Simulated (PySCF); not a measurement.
Species: C₄H₁₁N₂ (charge +1).
Atom-mapped SMILES: `[NH2:1][CH2:2][CH:3]1[CH2:4][NH2+:5][CH2:6]1`

Structure used (GFN2-xTB), in Å, numbered top down from 1:
```
atom  x, y, z in Å
N1     1.4380   -0.7227    0.4783
C2     1.2738    0.6556   -0.0339
C3    -0.2031    0.9169   -0.3566
C4    -0.8067   -0.2508   -1.1544
N5    -1.0607   -0.9033    0.1544
C6    -1.1079    0.4371    0.7905
H7     2.0637   -1.2647   -0.1065
H8     1.8266   -0.7281    1.4144
H9     1.8649    0.8064   -0.9392
H10    1.6076    1.3869    0.7046
H11   -0.3497    1.9237   -0.7358
H12   -1.7285    0.0126   -1.6706
H13   -0.1520   -0.8104   -1.8194
H14   -0.0299   -1.2240    0.4275
H15   -1.8251   -1.5675    0.2713
H16   -0.7124    0.4712    1.8037
H17   -2.1054    0.8731    0.7618
```

Probes without a nucleus sit at each ring's centroid and 1 Å off its mean plane on both sides; NICS is minus the shielding there, NICSzz its component along the normal. Level: GIAO PBE0/pcSseg-1 (PySCF, non-relativistic, gas phase) on the GFN2-xTB geometry, one conformer.

Ring bond lengths (Å), with Mayer bond orders in brackets: C3–C4 1.538 (0.94), C4–N5 1.484 (0.88), N5–C6 1.484 (0.88), C6–C3 1.538 (0.94).

**Question.** What do the NICS probes read (ppm)?

**Answer.** 
```csv
ring,type,NICS(0),"NICS(1), two faces","NICS(1)zz, two faces",rms pucker (Å),"centre to ring atoms, mean (Å)"
C3–C4–N5–C6,4-membered ring with N; formal bonds all single,-5.3,-0.8 / -1.4,0.9 / -7.7,0.17,1.05
```

**Question.** What can be read from them?

**Answer.** 
- C3–C4–N5–C6: mean NICS(1)zz -3.4 ppm, shielded. C3, C4, N5, C6 have four or more neighbours, and the NICS criterion for π rings isn't applied. A hydrogen on N5, outside the ring, lies only 0.98 Å from a NICS(1) probe, which then mostly feels that atom. The two faces differ by 8.6 ppm, so no symmetry operation interchanges them.

**Question.** At the first NICS(1) probe listed for ring C3–C4–N5–C6, 1 Å off the ring, how large is the induced field along the normal in 14.1 T applied along it?

**Answer.** NICSzz × B0 = 0.9 ppm × 14.1 T = 13 μT, along the applied field.

Time: 18 s (grids of density and orbitals included); peak memory 0.72 GiB. Hardware: an Arm Neoverse V2 with one thread, no GPU, shared host with 32 logical CPUs at a one-minute load of 18. This is the whole shielding run at PBE0/pcSseg-1, SCF included.
